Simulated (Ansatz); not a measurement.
Results of r²SCAN-D4 in Ansatz (PAW) for fcc Al.

Input file:

Ansatz 0.2 input:
```yaml
crystal:
  lattice:
    - [0.0, 1.9877700997, 1.9877700997]
    - [1.9877700997, 0.0, 1.9877700997]
    - [1.9877700997, 1.9877700997, 0.0]
  atoms:
    - { symbol: Al, position: [0.0, 0.0, 0.0] }
basis:
  ecutwfc: 560
  ecutrho_ratio: 4
  xc_grid: 3
kpoints:
  mp_grid: { grid: [24, 24, 24] }
hamiltonian:
  xc: r2scan
  dispersion: d4
  pseudopotentials: { kind: paw }
scf:
  occupations: { method: fermi_dirac, width: 0.05 }
  convergence: { dr2_threshold: 0.0000000001 }
output:
  forces: false
  stress: true
  eigenvalues: true
```

Excerpt of the program's output:

```
Crystal: 1 atoms, lattice volume = 15.708 Å³
Basis set: ecut = 560 eV, 459 PW (Γ), exchange–correlation on 72×72×72 points (27 copies of the dense FFT grid, shifted against one another)
Bands: 6, of which v1, the nominal top of the filled ones, is band 2 counted from 1 (1 counted from 0)
Symmetry: 48 space group operations
Space group: Fm-3m (ITA 225), of the structure as read, at distance tolerance 2.5e-5 Å
k-points: 413 of 13824
Functional: x = r2scan, c = r2scan; τ floored in thin density (d = 2e-4 eV/Å³)
SCF iter   1: F=—  HF=-540.527405 eV  |F-HF|=—  |Δ(HF+E_count)|=         —  Δρ=3.32e-3  dr2=1.89e-3  dr2_τ=5.23e-3
SCF iter   2: F=—  HF=-540.534968 eV  |F-HF|=—  |Δ(HF+E_count)|=   7.56e-3  Δρ=2.32e-3  dr2=9.22e-4  dr2_τ=2.58e-6
  ...
SCF iter   7: F=—  HF=-540.534883 eV  |F-HF|=—  |Δ(HF+E_count)|=   1.62e-7  Δρ=8.89e-7  dr2=1.26e-10  dr2_τ=1.80e-13
SCF iter   8: F=-540.534883 eV  HF=-540.534883 eV  |F-HF|=3.41e-13  |Δ(HF+E_count)|=  3.59e-11  Δρ=5.16e-8  dr2=4.10e-13  dr2_τ=1.46e-15
SCF 1 converged in 8 iterations: F = -540.534883 eV  dr2 = 4.10e-13
SCF converged after 8 iterations
Free energy (F): -540.534883 eV
Internal energy: -540.532129 eV  (E = F + TS)
E sigma→0 (E₀):  -540.533506 eV
Fermi energy:    8.521714 eV
--- Stress (GPa, compression-positive) ---
        0.016650       0.000000       0.000000
        0.000000       0.016650      -0.000000
        0.000000       0.000000       0.016650
  P = ⅓ Tr σ = 0.0167 GPa (0.167 kbar)
```

The PAW data were made under PBE.

Cost on a shared machine: around 7 core-seconds (rough).

Ansatz is a quantum-chemistry and plane-wave program.
